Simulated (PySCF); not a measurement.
Geometries of 2 isomers of C4H6O2, from PySCF, PBE0-D3(BJ)/def2-SVP geometry optimisation, gas phase. One conformer each, no zero-point energy, no frequencies.

Task: Which isomer lies lower at this level?
A.
```xyz
12
angstrom
C      2.477   -0.335    0.107
C      1.218   -0.772    0.048
C      0.088    0.188    0.069
O      0.186    1.386    0.157
O     -1.085   -0.451   -0.027
C     -2.236    0.371   -0.016
H      2.675    0.739    0.174
H      3.326   -1.023    0.091
H      0.966   -1.833   -0.019
H     -2.335    0.895    0.947
H     -2.187    1.128   -0.813
H     -3.094   -0.293   -0.173
```
B.
```xyz
12
angstrom
C     -0.761    1.115   -0.739
C     -0.207    0.041   -0.162
C     -0.707   -1.359   -0.325
C      0.990    0.181    0.714
O      1.530   -0.752    1.255
O      1.425    1.441    0.856
H     -0.347    2.113   -0.581
H     -1.640    1.019   -1.382
H     -0.945   -1.803    0.654
H     -1.603   -1.389   -0.960
H      0.069   -2.000   -0.771
H      2.195    1.392    1.442
```

Result: B. That is methacrylic acid, `C=C(C)C(=O)O`, 13.7 kcal/mol below the other.

```json
{"SMILES": "C=C(C)C(=O)O", "atoms numbered as above": "[CH2:1]=[C:2]([CH3:3])[C:4](=[O:5])[OH:6]", "E (Eh)": "-305.92266", "relative (kcal/mol)": "0.0", "relative (kJ/mol)": "0.0", "dipole (D)": "1.55"}
{"SMILES": "C=CC(=O)OC", "atoms numbered as above": "[CH2:1]=[CH:2][C:3](=[O:4])[O:5][CH3:6]", "E (Eh)": "-305.90090", "relative (kcal/mol)": "13.7", "relative (kJ/mol)": "57.1", "dipole (D)": "1.47"}
```

As drawn, the lower has an O–H bond, which the higher lacks.
